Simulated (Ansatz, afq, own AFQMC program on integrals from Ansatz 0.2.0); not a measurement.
# H2S (triplet): AFQMC on the coupled-cluster ladder at distance H1–H2 along a hydrogen transfer = 0.898 Å, cc-pVTZ

How near does AFQMC come to the top of the ladder for H2S (triplet)?

Computed with Ansatz 0.2.0, Gaussian basis, and an in-house AFQMC program (afq) on its integrals; all values are calculated. Level: cc-pVTZ, frozen cores.

Plan: PBE (unrestricted); r2SCAN (unrestricted); PBE0 (unrestricted); B3LYP (unrestricted); wB97M-V (unrestricted); B2PLYP (unrestricted); CCSD(T) on UHF; CCSDT(Q) on UHF; Phaseless AFQMC, CISD trial on UHF.

## 1. The geometry

The geometry derives from fragments relaxed apart (PBE0/def2-TZVP) and kept rigid, so it is no stationary point. A hydrogen atom is moved between rigid fragments.

3 atoms, charge 0, spin multiplicity 3.

Atoms are counted from 1 here; the program's logs count them from 0.

Bond lengths: H2–S3 1.494 Å.

Geometry (Å):

```xyz
3
H2S
H     0.00000    0.00000   -1.09667
H     0.00000    0.00000   -0.19867
S     0.00000    0.00000    1.29533
```

## 2. PBE (unrestricted)

Contents of in.yaml:

```yaml
crystal:
  periodic: [false, false, false]
  atoms:
    - {symbol: H, position_ang: [0.000000, 0.000000, -1.096667]}
    - {symbol: H, position_ang: [0.000000, 0.000000, -0.198667]}
    - {symbol: S, position_ang: [0.000000, 0.000000, 1.295333]}
basis:
  gaussian: {orbitals: cc-pVTZ}
magnetization: {spin_polarized: true, initial_magnetization: 2}
hamiltonian: {xc: {name: PBE}}
output: {orbitals: {seedname: orbitals}}
```

Launch:

```sh
ansatz run in.yaml --threads 1 --pin off --events-out ev --progress --plain --max-ram 8192MiB --backend cpu
```

Output:

```text
Functional definition: PBE
  name "PBE"
  cite "Perdew, Burke & Ernzerhof, Phys. Rev. Lett. 77, 3865 (1996) doi:10.1103/PhysRevLett.77.3865"
  parent pbe
  parameter kappa = 0.804
  parameter beta = 0.06672455060314922
  exchange = pbe_x(kappa = kappa, mu = beta*pi^2/3)
  correlation = pbe_c(beta = beta)
388 factors; their error is unknown
mean field evaluation 1: about -10859.3557 eV, gradient 8.1e0 eV
mean field evaluation 2: about -10859.5076 eV, gradient 7.1e0 eV
mean field evaluation 4: about -10859.8884 eV, gradient 6.9e-1 eV
mean field evaluation 8: about -10859.8752 eV, gradient 1.3e-2 eV
mean field evaluation 16: about -10857.4277 eV, gradient 9.9e0 eV
mean field evaluation 32: about -10858.4103 eV, gradient 1.5e0 eV
mean field -10859.87519514 eV, -399.0930523335 hartree, gradient 5.4e-6 eV, S^2 2.006676; 5 other end points of the search recorded, 0 dependent functions left out
reference -10859.87522156 eV, -399.0930533046 hartree; 10, 8 occupied and 52, 54 virtual orbitals, 388 factors
Total energy: -10859.87522156 eV, -399.0930533046 hartree
```

Wall time 1.5 s (1 thread of AMD EPYC 7R13 (Zen 3), shared host); peak memory 1.6 GiB.

From the report: ⟨S²⟩ of the determinant 2.007 (pure triplet: 2.00).

## 3. r2SCAN (unrestricted)

Changes to in.yaml since step 2:

```diff
@@ -9,3 +9,2 @@
 magnetization: {spin_polarized: true, initial_magnetization: 2}
-hamiltonian: {xc: {name: PBE}}
-output: {orbitals: {seedname: orbitals}}
+hamiltonian: {xc: {name: r2SCAN}}
```

The command is unchanged.

Output:

```text
Functional definition: r2SCAN
  name "r2SCAN"
  cite "Furness, Kaplan, Ning, Perdew & Sun, J. Phys. Chem. Lett. 11, 8208 (2020) doi:10.1021/acs.jpclett.0c02405"
  cite "Furness, Kaplan, Ning, Perdew & Sun, J. Phys. Chem. Lett. 11, 9248 (2020) doi:10.1021/acs.jpclett.0c03077"
  parent r2scan
  parameter k0 = 0.174
  parameter k1 = 0.065
  parameter a1 = 4.9479
  exchange = r2scan_x(k0 = k0, k1 = k1, a1 = a1)
  correlation = r2scan_c
388 factors; their error is unknown
mean field evaluation 1: about -10863.4815 eV, gradient 7.3e0 eV
mean field evaluation 2: about -10863.7004 eV, gradient 5.5e0 eV
mean field evaluation 4: about -10863.9201 eV, gradient 6.5e-1 eV
mean field evaluation 8: about -10863.9062 eV, gradient 1.6e-2 eV
mean field evaluation 16: about -10863.9061 eV, gradient 2.3e-1 eV
mean field -10863.90617239 eV, -399.2411880154 hartree, gradient 6.9e-5 eV, S^2 2.012380; 1 other end points of the search recorded, 0 dependent functions left out
reference -10863.90618120 eV, -399.2411883389 hartree; 10, 8 occupied and 52, 54 virtual orbitals, 388 factors
Total energy: -10863.90618120 eV, -399.2411883389 hartree
```

Wall time 1.6 s (1 thread of AMD EPYC 7R13 (Zen 3), shared host); peak memory 1.6 GiB.

From the report: ⟨S²⟩ of the determinant 2.012 (pure triplet: 2.00).

## 4. PBE0 (unrestricted)

Changes to in.yaml since step 3:

```diff
@@ -9,2 +9,3 @@
 magnetization: {spin_polarized: true, initial_magnetization: 2}
-hamiltonian: {xc: {name: r2SCAN}}
+hamiltonian: {xc: {name: PBE0}}
+output: {orbitals: {seedname: orbitals}}
```

The command is unchanged.

Output:

```text
Functional definition: PBE0
  name "PBE0"
  cite "Adamo & Barone, J. Chem. Phys. 110, 6158 (1999) doi:10.1063/1.478522"
  cite "Perdew, Burke & Ernzerhof, Phys. Rev. Lett. 77, 3865 (1996) doi:10.1103/PhysRevLett.77.3865"
  parent pbe
  parameter a = 0.25
  parameter kappa = 0.804
  parameter beta = 0.06672455060314922
  exchange = (1 - a)*pbe_x(kappa = kappa, mu = beta*pi^2/3) + a*exact_x
  correlation = pbe_c(beta = beta)
404 factors; their error is unknown
mean field evaluation 1: about -10860.5027 eV, gradient 5.6e0 eV
mean field evaluation 2: about -10860.7042 eV, gradient 2.9e0 eV
mean field evaluation 4: about -10860.7667 eV, gradient 3.2e-1 eV
mean field evaluation 8: about -10860.7789 eV, gradient 1.1e-1 eV
mean field evaluation 16: about -10860.5725 eV, gradient 1.9e0 eV
mean field -10860.77898459 eV, -399.1262659833 hartree, gradient 7.9e-5 eV, S^2 2.011700; 1 other end points of the search recorded, 0 dependent functions left out
reference -10860.77900500 eV, -399.1262667332 hartree; 10, 8 occupied and 52, 54 virtual orbitals, 404 factors
Total energy: -10860.77900500 eV, -399.1262667332 hartree
```

Wall time 0.69 s (1 thread of AMD EPYC 7R13 (Zen 3), shared host); peak memory 1.6 GiB.

From the report: ⟨S²⟩ of the determinant 2.012 (pure triplet: 2.00).

## 5. B3LYP (unrestricted)

Changes to in.yaml since step 4:

```diff
@@ -9,3 +9,2 @@
 magnetization: {spin_polarized: true, initial_magnetization: 2}
-hamiltonian: {xc: {name: PBE0}}
-output: {orbitals: {seedname: orbitals}}
+hamiltonian: {xc: {name: B3LYP}}
```

The command is unchanged.

Output, cut to the lines that bear on the results:

```text
Functional definition: B3LYP
  name "B3LYP"
  cite "Stephens, Devlin, Chabalowski & Frisch, J. Phys. Chem. 98, 11623 (1994) doi:10.1021/j100096a001"
  cite "Becke, Phys. Rev. A 38, 3098 (1988) doi:10.1103/PhysRevA.38.3098"
  cite "Lee, Yang & Parr, Phys. Rev. B 37, 785 (1988) doi:10.1103/PhysRevB.37.785"
  cite "Vosko, Wilk & Nusair, Can. J. Phys. 58, 1200 (1980) doi:10.1139/p80-159"
[...]
404 factors; their error is unknown
[...]
mean field -10865.30654024 eV, -399.2926505846 hartree, gradient 6.7e-6 eV, S^2 2.009078; 1 other end points of the search recorded, 0 dependent functions left out
reference -10865.30671043 eV, -399.2926568390 hartree; 10, 8 occupied and 52, 54 virtual orbitals, 404 factors
Total energy: -10865.30671043 eV, -399.2926568390 hartree
```

Run time: 0.67 s. Hardware: 1 thread of AMD EPYC 7R13 (Zen 3), shared host; peak memory 1.6 GiB.

From the report: ⟨S²⟩ of the determinant 2.009 (pure triplet: 2.00).

## 6. wB97M-V (unrestricted)

Changes to in.yaml since step 5:

```diff
@@ -9,2 +9,3 @@
 magnetization: {spin_polarized: true, initial_magnetization: 2}
-hamiltonian: {xc: {name: B3LYP}}
+hamiltonian: {xc: {name: wB97M-V}}
+output: {orbitals: {seedname: orbitals}}
```

Same command.

Output, cut to the lines that bear on the results:

```text
Functional definition: wB97M-V
  name "wB97M-V"
  cite "Mardirossian & Head-Gordon, J. Chem. Phys. 144, 214110 (2016) doi:10.1063/1.4952647"
  cite "Becke, J. Chem. Phys. 107, 8554 (1997) doi:10.1063/1.475007"
  cite "Vydrov & Van Voorhis, J. Chem. Phys. 133, 244103 (2010) doi:10.1063/1.3521275"
  # Of w^i u^j: cxij and so on, Table III.
[...]
  gx(w, u) = 1 - cx + cx01*u + cx10*w
  gss(w, u) = css00 + css04*u^4 + css10*w + css20*w^2 + css43*w^4*u^3
  gos(w, u) = cos00 + cos10*w + (cos20 + cos21*u)*w^2 + (cos60 + cos61*u)*w^6
[...]
      + integral(e_c_pw_mod_opposite_spin*gos(b97_w_opposite, b97_u_opposite)) + vv10(b, c)
395 factors; their error is unknown
86 factors; integrals over basis functions are off by at most 5.2e-5 eV
[...]
mean field -10863.59017933 eV, -399.2295754843 hartree, gradient 8.7e-5 eV, S^2 2.008166; 1 other end points of the search recorded, 0 dependent functions left out
reference -10863.59020819 eV, -399.2295765450 hartree; 10, 8 occupied and 52, 54 virtual orbitals, 395 factors
Total energy: -10863.59020819 eV, -399.2295765450 hartree
```

Wall time 2.3 s (1 thread of AMD EPYC 7R13 (Zen 3), shared host); peak memory 1.6 GiB.

From the report: ⟨S²⟩ of the determinant 2.008 (pure triplet: 2.00).

## 7. B2PLYP (unrestricted)

Changes to in.yaml since step 6:

```diff
@@ -9,3 +9,3 @@
 magnetization: {spin_polarized: true, initial_magnetization: 2}
-hamiltonian: {xc: {name: wB97M-V}}
-output: {orbitals: {seedname: orbitals}}
+hamiltonian: {xc: {name: B2PLYP}}
+correlation: {electrons: outside_noble_gas}
```

Same command.

Output, cut to the lines that bear on the results:

```text
Functional definition: B2PLYP
  name "B2PLYP"
  cite "Grimme, J. Chem. Phys. 124, 034108 (2006) doi:10.1063/1.2148954"
  cite "Becke, Phys. Rev. A 38, 3098 (1988) doi:10.1103/PhysRevA.38.3098"
  cite "Lee, Yang & Parr, Phys. Rev. B 37, 785 (1988) doi:10.1103/PhysRevB.37.785"
[...]
344 factors; integrals over basis functions are off by at most 1.3e-3 eV
[...]
mean field -10859.58880538 eV, -399.0825277042 hartree, gradient 4.8e-6 eV, S^2 2.019298; 2 other end points of the search recorded, 0 dependent functions left out
5 core orbitals not correlated: weight in the atoms' cores, before any rotation towards them, 1.000 or more for the frozen orbitals, at most 0.000 for the correlated occupied ones
reference -10859.58891491 eV, -399.0825317293 hartree; 5, 3 occupied and 52, 54 virtual orbitals, 344 factors
second order -5.52063403 eV of doubles, -0.00000000 eV of singles
Total energy: -10861.07948610 eV, -399.1373092102 hartree
```

Wall time 1.1 s (1 thread of AMD EPYC 7R13 (Zen 3), shared host); peak memory 1.6 GiB.

From the report: ⟨S²⟩ of the determinant 2.019 (pure triplet: 2.00).

## 8. CCSD(T) on UHF

Changes to in.yaml since step 7:

```diff
@@ -9,3 +9,2 @@
 magnetization: {spin_polarized: true, initial_magnetization: 2}
-hamiltonian: {xc: {name: B2PLYP}}
-correlation: {electrons: outside_noble_gas}
+correlation: {method: ccsd_t, electrons: outside_noble_gas, hamiltonian_folder: ham}
```

Launch:

```sh
ansatz run in.yaml --threads 1 --pin off --events-out ev --progress --plain --max-ram 24576MiB --backend cuda --devices 0, --max-vram 18GiB
```

Output, cut to the lines that bear on the results:

```text
Functional definition: HF
  name "HF"
  cite "Fock, Z. Phys. 61, 126 (1930) doi:10.1007/BF01340294"
  parent pbe
[...]
344 factors; integrals over basis functions are off by at most 1.3e-3 eV
[...]
mean field -10846.21804746 eV, -398.5911614136 hartree, gradient 4.4e-6 eV, S^2 2.042487; 3 other end points of the search recorded, 0 dependent functions left out
determinant -10846.21804746 eV, -398.5911614136 hartree, with singles and doubles -10851.49206917 eV, -398.7849781366 hartree
determinant -10844.81446084 eV, -398.5395805566 hartree, with singles and doubles -10850.05419237 eV, -398.7321371387 hartree
5 core orbitals not correlated: weight in the atoms' cores, before any rotation towards them, 1.000 or more for the frozen orbitals, at most 0.000 for the correlated occupied ones
reference -10846.21804746 eV, -398.5911614136 hartree; 5, 3 occupied and 52, 54 virtual orbitals, 344 factors
second order -4.43358875 eV of doubles, -0.00000000 eV of singles
cycle   1  -5.21902745 eV  change   -2.5e-1 eV  update   1.3e-2
[...]
cycle   8  -5.22798450 eV  change   -9.5e-7 eV  update   6.3e-6
perturbative correction -0.18641110 eV, -0.0068504815 hartree
Total energy: -10851.63244306 eV, -398.7901367820 hartree
```

Run time: 9 s. Hardware: 1 × NVIDIA H100 80GB HBM3 with 1 thread of AMD EPYC 7R13 (Zen 3), shared host; peak host memory 1.6 GiB.

From the report: ⟨S²⟩ of the determinant 2.042 (pure triplet: 2.00); correlation -5.4144 eV; T1 0.016; largest double amplitude 0.06.

This run also writes the integrals to the folder ham.

## 9. CCSDT(Q) on UHF

Changes to in.yaml since step 8:

```diff
@@ -9,2 +9,2 @@
 magnetization: {spin_polarized: true, initial_magnetization: 2}
-correlation: {method: ccsd_t, electrons: outside_noble_gas, hamiltonian_folder: ham}
+correlation: {method: ccsdt_q, electrons: outside_noble_gas}
```

Same command.

Output, cut to the lines that bear on the results:

```text
Functional definition: HF
  name "HF"
  cite "Fock, Z. Phys. 61, 126 (1930) doi:10.1007/BF01340294"
  parent pbe
[...]
675 factors; integrals over basis functions are off by at most 2.2e-7 eV
[...]
mean field -10846.21804882 eV, -398.5911614633 hartree, gradient 4.3e-6 eV, S^2 2.042487; 3 other end points of the search recorded, 0 dependent functions left out
determinant -10846.21804882 eV, -398.5911614633 hartree, with singles and doubles -10851.49208281 eV, -398.7849786379 hartree
determinant -10844.81445812 eV, -398.5395804565 hartree, with singles and doubles -10850.05420514 eV, -398.7321376078 hartree
5 core orbitals not correlated: weight in the atoms' cores, before any rotation towards them, 1.000 or more for the frozen orbitals, at most 0.000 for the correlated occupied ones
reference -10846.21804882 eV, -398.5911614633 hartree; 5, 3 occupied and 52, 54 virtual orbitals, 675 factors
second order -4.43360728 eV of doubles, -0.00000000 eV of singles
cycle   1  -4.99305809 eV  change   -5.6e-1 eV  update   6.5e-2
[...]
cycle  14  -5.44036568 eV  change   -8.9e-7 eV  update   5.2e-7
perturbative correction -0.00677228 eV, -0.0002488768 hartree
Total energy: -10851.66518678 eV, -398.7913400911 hartree
```

Wall time 12 s (1 × NVIDIA H100 80GB HBM3 with 1 thread of AMD EPYC 7R13 (Zen 3), shared host); peak host memory 1.6 GiB.

From the report: ⟨S²⟩ of the determinant 2.042 (pure triplet: 2.00); correlation -5.4471 eV; T1 0.016; largest double amplitude 0.07.

## 10. Phaseless AFQMC, CISD trial on UHF

It reads the integrals that the CCSD(T) run on this determinant wrote.

Launch:

```sh
afq ham --method phaseless --trial cisd --walkers 4000 --populations 20 --least-time 60 --time-step 0.005 --steps-per-block 50 --equilibration-blocks 28 --max-blocks 4000 --target-error 0.00017 --factor-cut 1e-05 --start spin_pure --seed 1392 --release-times 0.24,0.51,0.99,1.62,2.4 --release-step 0.03 --release-every 3 --taylor-order 6
```

Output:

```text
orbitals 57  electrons 5 3  factors 338 of 344
reference energy -398.59116141 Eh
CCSD correlation -0.19212480 Eh in 11 cycles, weight of the determinant in the CISD state 0.9071
energy of the start -398.782171 Eh
 block  time / (1/Eh)  mean weight  energy / Eh
     1     0.250  0.9997  -398.781846
     2     0.500  0.9998  -398.783850
     3     0.750  0.9998  -398.785971
     4     1.000  1.0000  -398.787571
     5     1.250  1.0000  -398.788638
     6     1.500  1.0001  -398.789378
     7     1.750  0.9999  -398.789937
     8     2.000  0.9999  -398.790516
     9     2.250  0.9997  -398.791175
    10     2.500  1.0003  -398.791118
    11     2.750  1.0000  -398.790873
    12     3.000  0.9999  -398.791109
    13     3.250  1.0000  -398.791704
    14     3.500  1.0000  -398.791189
    15     3.750  0.9999  -398.791199
    16     4.000  1.0002  -398.791313
    17     4.250  1.0000  -398.791039
    18     4.500  1.0000  -398.791642
    19     4.750  1.0001  -398.791742
    20     5.000  0.9998  -398.791174
    21     5.250  1.0002  -398.791099
    22     5.500  1.0001  -398.791353
    23     5.750  1.0001  -398.791368
    24     6.000  0.9997  -398.791470
    25     6.250  1.0001  -398.790975
    26     6.500  0.9999  -398.791467
    27     6.750  0.9999  -398.791358
    28     7.000  1.0000  -398.791475
    29     7.250  1.0000  -398.791421
    30     7.500  1.0001  -398.791416
    31     7.750  1.0002  -398.791344
    32     8.000  1.0000  -398.791298
    33     8.250  1.0001  -398.791016
    34     8.500  1.0000  -398.791002
    35     8.750  1.0000  -398.791175
    36     9.000  0.9998  -398.790725
    37     9.250  1.0001  -398.790457
    38     9.500  1.0001  -398.790752
    39     9.750  1.0002  -398.790733
    40    10.000  0.9998  -398.791005
    41    10.250  0.9999  -398.790831
    42    10.500  1.0000  -398.790652
    43    10.750  0.9998  -398.790322
    44    11.000  1.0002  -398.791006
    45    11.250  1.0000  -398.790912
    46    11.500  1.0001  -398.790649
    47    11.750  1.0002  -398.790731
    48    12.000  0.9999  -398.790954
    49    12.250  1.0000  -398.790666
    50    12.500  1.0001  -398.790908
    51    12.750  0.9999  -398.791044
    52    13.000  1.0001  -398.791279
    53    13.250  1.0002  -398.790803
    54    13.500  0.9999  -398.790952
    55    13.750  1.0002  -398.791030
    56    14.000  1.0000  -398.790764
    57    14.250  0.9998  -398.790329
    58    14.500  1.0001  -398.790452
    59    14.750  1.0001  -398.790532
    60    15.000  1.0002  -398.790594
    61    15.250  0.9996  -398.790515
    62    15.500  1.0003  -398.790521
    63    15.750  0.9998  -398.791376
    64    16.000  1.0002  -398.791258
    65    16.250  1.0000  -398.791149
    66    16.500  1.0004  -398.791405
    67    16.750  0.9998  -398.791084
    68    17.000  0.9997  -398.790877
    69    17.250  0.9998  -398.791068
    70    17.500  0.9994  -398.791266
    71    17.750  0.9998  -398.790592
    72    18.000  1.0001  -398.790270
    73    18.250  0.9998  -398.790328
    74    18.500  1.0000  -398.790671
    75    18.750  0.9998  -398.790857
    76    19.000  1.0000  -398.790998
    77    19.250  0.9999  -398.790843
    78    19.500  0.9996  -398.790874
error from the spread of 20 populations
released: time / (1/Eh)  energy / Eh  error  mean overlap
  0.24  -398.791007  0.000089  0.9972
  0.51  -398.791141  0.000059  0.9968
  0.99  -398.791241  0.000079  0.9980
  1.62  -398.791336  0.000078  0.9893
  2.40  -398.791318  0.000088  0.9881
energy -398.790874 +/- 0.000087 Eh
```

It took 62 s on 1 × NVIDIA H100 80GB HBM3 with 2 threads of AMD EPYC 7R13 (Zen 3), shared host; peak host memory 1.6 GiB.

Energy -10851.6525 ± 0.0024 eV. Caveats: constraint bias not in the error.

## 11. AFQMC on the ladder

On the UHF determinant, counted from CCSDT(Q) (a yardstick, not exact):

| level | energy (eV) | from CCSDT(Q) (meV) | statistical error (meV) | time |
| --- | --- | --- | --- | --- |
| HF | -10846.2180 | +5447.1 |  |  |
| MP2 | -10850.6516 | +1013.6 |  |  |
| CCSD | -10851.4460 | +219.2 |  |  |
| CCSD(T) | -10851.6324 | +32.7 |  |  |
| CCSDT(Q) | -10851.6652 | 0.0 |  |  |
| Phaseless AFQMC, CISD trial, step 0.005, 4000 walkers | -10851.6525 | +12.7 | 2.4 | 62 s |

The functionals' totals stand on their own zeros and serve differences with other points: PBE -10859.875 eV; r2SCAN -10863.906 eV; PBE0 -10860.779 eV; B3LYP -10865.307 eV; wB97M-V -10863.590 eV; B2PLYP -10861.079 eV.

## 12. Results

| quantity | value |
| --- | --- |
| CCSD(T) on UHF from CCSDT(Q) | +32.7 meV |
| Phaseless AFQMC, CISD trial on UHF from CCSDT(Q) | +12.7 ± 2.4 meV |

On UHF the phaseless walk with the CISD trial lies +12.7 meV from CCSDT(Q), 5 times its error bar. Error bars are statistical and leave out the constraint, the time step and what remains of the start.
